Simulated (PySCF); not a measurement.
# P2 (P2): the cost of one run

Computed with PySCF 2.14.0 and routines of our own; the level stands in each step. Atoms count from 0.

### 1 The starting structure

2 atoms, charge 0, multiplicity 1; geometry from: GFN2-xTB.

### 2 Relaxing the molecule at B3LYP/def2-TZVP

What the job is given:

```
{"job": {"xc": "B3LYP", "basis": "def2-TZVP", "grid": 1, "kind": "geom"}, "charge": 0, "multiplicity": 1}
P      0.961893    -0.003113    -0.002576
P     -0.959137     0.004381    -0.011573
```

On the command line:

```sh
OMP_NUM_THREADS=1 python excited_run.py task.json out
```

The driver reads the jobs from task.json and runs them one after another.

**Question.** How long does this first job take on 1 thread of Arm Neoverse V1, shared host, and how much memory does it need?

About 2.8 s, with a peak of 0.3 GiB.
